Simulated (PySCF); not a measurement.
# Highest orbital energy against ionisation energy along group 15

Calculated with PySCF 2.14, no spin-orbit coupling. Each cell gives −ε(HOMO) / ΔSCF in eV; NIST values include spin-orbit coupling, (s) semi-empirical, (t) theoretical.

| species | UHF | LDA | PBE | PBE0 | r2SCAN | NIST (lowest levels) |
| --- | --- | --- | --- | --- | --- | --- |
| N (x2c-TZVPPall with one added diffuse shell each of s, p, d type, spin-free X2C) | 15.530 / 13.891 | 8.394 / 14.994 | 8.295 / 14.723 | 10.208 / 14.695 | 8.886 / 14.798 | 14.534 |
| P (x2c-TZVPPall with one added diffuse shell each of s, p, d type, spin-free X2C) | 10.657 / 9.896 | 6.290 / 10.569 | 6.286 / 10.482 | 7.524 / 10.520 | 6.688 / 10.614 | 10.487 |
| As (x2c-TZVPPall with one added diffuse shell each of s, p, d type, spin-free X2C) | 10.044 / 9.417 | 5.983 / 10.033 | 5.931 / 9.889 | 7.108 / 9.946 | 6.333 / 10.094 | 9.789 |
| Sb (x2c-TZVPPall with one added diffuse shell each of s, p, d, f type, spin-free X2C) | 9.106 / 8.598 | 5.548 / 9.150 | 5.478 / 8.976 | 6.535 / 9.054 | 5.851 / 9.185 | 8.608 |
| Bi (x2c-TZVPPall with one added diffuse shell each of s, p, d, f type, spin-free X2C) | 8.713 / 8.245 | 5.308 / 8.792 | 5.209 / 8.600 | 6.225 / 8.674 | 5.582 / 8.798 | 7.286 |

Problem. How far is −ε(HOMO) from ΔSCF on average for each method, and why?

Solution. UHF 0.80 eV; LDA -4.40 eV; PBE -4.29 eV; PBE0 -3.06 eV; r2SCAN -4.03 eV. Hartree-Fock orbital energies lack relaxation and so exceed the ΔSCF value; semilocal functionals have convex E(N) from self-interaction, so their HOMO lies far too high; exact exchange moves hybrids part of the way back.
